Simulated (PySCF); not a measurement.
All values below come from PBE-D3(BJ)/def2-TZVP // B3LYP-D3(BJ)/def2-TZVP in PySCF 2.14.0. All species are isolated molecules in the gas phase. One relaxed conformer stands for a flexible species; it need not be the lowest. Excitations are Tamm–Dancoff values on a coarser integration grid. The basis has no diffuse functions, so Rydberg states are missing or too high.

Reference species (SMILES): `C=C` (neutral, multiplicity 1).

HOMO–LUMO gap: 5.82 eV
brightest of the four lowest singlets (TDA): 8.50 eV

Changed species: `N(C)(C=C)C` (C–C–N–C torsion 6°) (X = dimethylamino; the reference has X = H).

Q: What does the change do to the HOMO–LUMO gap and brightest of the four lowest singlets (TDA)?

A: the HOMO–LUMO gap falls by 1.26 eV, to 4.56 eV; the brightest of the four lowest singlets (TDA) falls by 2.21 eV, to 6.29 eV.
